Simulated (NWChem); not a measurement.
Species: CH cation, singlet

```xyz
2

C      0.0000     0.0000    -0.1450
H      0.0000     0.0000     1.0022
```
Atoms are numbered in this order, from 1.

Low-valent species are run as closed-shell singlets; no triplet was tried in these runs. All runs use the structure optimised with PBE0/def2-SVP. B3LYP is NWChem's, with the RPA form of VWN correlation.

Problem. Give the principal values of the shielding tensors (ppm) of C1 from B3LYP/6-31G* (spherical d), GIAO (NWChem), with their diamagnetic and paramagnetic parts as GIAO splits them.

Solution. 
```json
[
 {"atom": "C1", "σ11": "-1563.3", "σ22": "-1563.3", "σ33": "247.1", "isotropic": "-959.8", "diamagnetic": "248.9", "paramagnetic": "-1208.7"}
]
```
